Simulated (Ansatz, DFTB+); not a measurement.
# C6H6 (benzene): methods side by side

C6H6: 12 atoms, total charge 0, spin state singlet. As SMILES, `c1ccccc1`. The coordinates come from a PBE0-D4/def2-TZVP relaxation.

```
atom    x (Å)    y (Å)    z (Å)
   C  -0.8701  -0.9882   0.4376
   C   0.3742  -0.8453   1.0347
   C   1.2443   0.1429   0.5971
   C   0.8701   0.9882  -0.4376
   C  -0.3741   0.8453  -1.0347
   C  -1.2442  -0.1429  -0.5971
   H  -1.5499  -1.7604   0.7796
   H   0.6665  -1.5058   1.8432
   H   2.2165   0.2547   1.0637
   H   1.5499   1.7604  -0.7796
   H  -0.6665   1.5058  -1.8432
   H  -2.2165  -0.2547  -1.0636
```

Quantity: the vertical ionisation energy, in eV. The values are calculated.

**The experiment to reproduce.** NIST CCCBDB gives the vertical ionisation energy of the gas as 9.25 eV.

| level | kind | program | value (eV) | computed − measured | CPU time (all runs) |
| --- | --- | --- | --- | --- | --- |
| DFTB2 | semi-empirical | DFTB+ | 9.93 | +0.68 | under 2 s |
| HF/def2-SVP | Hartree–Fock | Ansatz | 8.04 | -1.21 | 24 s |
| revPBE/def2-SVP | GGA | Ansatz | 9.23 | -0.02 | 35 s |
| r2SCAN/def2-SVP | meta-GGA | Ansatz | 9.30 | +0.05 | 3.1 min |
| PBE0/def2-SVP | global hybrid | Ansatz | 9.33 | +0.08 | 51 s |
| CAM-B3LYP/def2-SVP | range-separated hybrid | Ansatz | 9.33 | +0.08 | 2.2 min |
| B2PLYP/def2-SVP | double hybrid | Ansatz | 9.27 | +0.02 | 51 s |
| RPA@PBE0/def2-SVP | RPA | Ansatz | 9.18 | -0.07 | 73 s |
| MP2/def2-SVP | perturbation theory | Ansatz | 9.58 | +0.33 | 21 s |

Nearest: revPBE/def2-SVP (-0.02 eV), B2PLYP/def2-SVP (+0.02 eV); farthest: HF/def2-SVP (-1.21 eV). Computed less measured by kind, in eV (of the ab initio rows, those in def2-SVP): semi-empirical +0.68; Hartree–Fock -1.21; GGA -0.02; meta-GGA +0.05; global hybrid +0.08; range-separated hybrid +0.08; double hybrid +0.02; RPA -0.07; perturbation theory +0.33. Spin contamination of the reference (⟨S²⟩ at least 0.1 too high) touches HF/def2-SVP, MP2/def2-SVP. Times are those of the runs behind each value, whatever else they computed, on shared processors of several kinds: orders of magnitude only.
